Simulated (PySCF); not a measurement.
# Löwdin shares of the frontier orbitals

Compound: C4H7Cl.
Structure used (PBE0-D3(BJ)/def2-SVP), in Å, numbered top down from 1:
```
atom  x, y, z in Å
C1     1.1866    0.3589    0.4652
C2    -0.0549   -0.4575    0.6991
C3    -0.8280   -1.0569   -0.4462
C4    -1.3982    0.0840    0.3315
Cl5   -2.7751   -0.1862    1.3941
H6     1.3774    1.0463    1.3039
H7     1.0993    0.9626   -0.4515
H8     2.0698   -0.2891    0.3513
H9    -0.0516   -1.0625    1.6120
H10   -0.4955   -0.8542   -1.4691
H11   -1.2826   -2.0394   -0.2989
H12   -1.4515    1.0681   -0.1416
```

Level of theory: TDDFT CAM-B3LYP/def2-SVPD, vertical, gas phase, core orbitals frozen in the response in PySCF 2.14.0, density-fitted response routines.

Kohn–Sham orbitals with the atoms that hold most of them (Löwdin shares over 4%, at most four atoms; ? is withheld):

| orbital | ε (eV) | atoms |
| --- | --- | --- |
| LUMO+2 | 1.92 | Cl5 38%, H12 11%, H9 11%, H11 9% |
| LUMO+1 | 1.66 | Cl5 48%, C4 16%, H10 8%, C3 6% |
| LUMO | ? | ? |
| HOMO | -9.09 | ? |
| HOMO-1 | -9.51 | Cl5 42%, C3 20%, C2 14%, C4 10% |
| HOMO-2 | -10.75 | Cl5 48%, C3 13%, C2 12%, C4 10% |
| HOMO-3 | -11.39 | Cl5 23%, C2 17%, C4 14%, C1 11% |

(1) Which atoms hold the HOMO, and with what shares?

(2) Which atoms hold the LUMO, and with what shares?

(3) What is the LUMO energy, and the HOMO–LUMO gap?

## Answers

(1) Cl5 (bonded to C) 48%; C4 (bonded to 2 C, Cl and H) 21%; C2 (bonded to 3 C and H) 13%; C3 (bonded to 2 C and 2 H) 8%. By element: chlorine 48%, carbon 42% or more.

(2) C1 (bonded to C and 3 H) 22%; Cl5 (bonded to C) 15%; C3 (bonded to 2 C and 2 H) 9%; H8 (bonded to C) 8%. By element: carbon 31% or more, chlorine 15%, hydrogen 8% or more.

(3) ε(LUMO) = 1.38 eV; the gap is 10.47 eV (0.3846 hartree).

Q: The HOMO–LUMO gap is 10.47 eV. Where does the response calculation put the lowest singlet, and from which orbitals?

A: S1 is at 6.89 eV (f = 0.0014), 3.57 eV below the gap, made of HOMO→LUMO+1 (51%), HOMO→LUMO (29%). Its leading pair isn't HOMO and LUMO; the energies of that pair differ by 10.74 eV. 

Next come S2 at 7.36 eV (f 0.0053), HOMO-1→LUMO+1 (49%), HOMO-1→LUMO (30%); S3 at 7.74 eV (f 0.018), HOMO→LUMO (42%), HOMO→LUMO+1 (40%), HOMO→LUMO+4 (9%); S4 at 8.03 eV (f 0.027), HOMO→LUMO+2 (79%); S5 at 8.12 eV (f 0.0039), HOMO-1→LUMO (46%), HOMO-1→LUMO+1 (33%).

Löwdin shares depend on the basis, the more so with diffuse functions.

On x86-64 server, one thread, on a shared host, this took 51 s of wall time.
